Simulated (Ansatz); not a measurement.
Isomers

Structures of B$_{2}$SiH$_{6}$, singlet, relaxed at PBE0-D4/def2-TZVP (vibrations not checked; lower isomers may exist, and structures with a doubtful reference or unclear bonds are left out). Program: Ansatz 0.2.0. Basis: def2-TZVPP. Cores are frozen in the correlated methods. B3LYP uses VWN-RPA correlation.

Task: Rank them by CCSD(T) energy, lowest first, and give each one's height above the lowest. Links in brackets join atoms within 1.22 times the sum of their covalent radii (1.1 for two metals). (An estimate is asked for; the value comes from the calculation.)
A.
B₂SiH₆ ([BH2][SiH]1[H][BH2]1)
```
9
angstrom
B -1.1085 0.9441 -1.1723
B 0.7078 -1.1789 0.7794
Si -0.1771 0.4909 0.5109
H -2.1276 1.5679 -1.1493
H -0.7195 0.5234 -2.2191
H 0.1460 1.6219 1.4207
H 0.5678 -2.0286 -0.0463
H 1.3132 -0.1101 0.1219
H 1.3004 -1.3579 1.7989
```
B.
B₂SiH₆ ([BH2][BH][SiH3])
```
9
angstrom
B -1.1106 0.8950 -0.9925
B -0.0524 0.8372 0.2173
Si 0.7945 -0.9609 0.6047
H -2.2751 0.6531 -0.8259
H -0.7661 1.0802 -2.1279
H 0.3086 1.7285 0.9301
H 0.3394 -2.0678 -0.2786
H 2.2720 -0.8288 0.4583
H 0.4897 -1.3364 2.0144
```
C.
B₂SiH₆ ([BH2][SiH2][BH2])
```
9
angstrom
B -1.0142 0.4915 -1.1457
Si 0.6821 0.4964 -0.0705
B 0.3154 -0.9996 1.2183
H -1.1259 -0.2030 -2.1119
H -1.9611 1.1342 -0.8012
H 0.8821 1.7939 0.6353
H 1.8721 0.2090 -0.9210
H 0.5902 -2.1291 0.9409
H -0.2407 -0.7934 2.2558
```
D.
B₂SiH₆ ([SiH3][B]12[H][BH]1[H]2)
```
9
angstrom
B -0.9450 1.2578 -1.2318
B -0.2366 0.2495 -0.4335
Si 0.7089 -1.1290 0.6230
H -1.5625 0.2498 -0.5586
H -1.5823 1.9405 -1.9478
H -0.2202 0.2374 -1.7650
H 0.2715 -2.5090 0.2807
H 2.1700 -1.0256 0.3684
H 0.4572 -0.9057 2.0710
```

Result: Computed: D (0.00 kcal/mol), B (3.40 kcal/mol), C (10.07 kcal/mol), A (11.10 kcal/mol). Heights count from the lowest.

Task: Do PBE-D4, r2SCAN-D4, PBE0-D4, B3LYP-D4, wB97M-V, HF, MP2 give the same order? (Judge from chemistry; the calculation decides.)

Result: The calculation gives: Lowest first: PBE-D4 D < B < A < C; r2SCAN-D4 D < B < A < C; PBE0-D4 D < B < A < C; B3LYP-D4 B < D < C < A; wB97M-V D < B < A < C; HF B < C < D < A; MP2 D < B < A < C.

T1 diagnostic: at most 0.016.

For scale, one of the runs: CCSD(T)/def2-TZVPP, 188 basis functions, launched by `ansatz run in.yaml --threads 2 --pin off --events-out ev --progress --plain --max-ram 4352MiB`. Hardware: 2 CPU threads of an Arm Neoverse V2, shared host. Wall time 27 s; peak host memory 1.9 GiB.
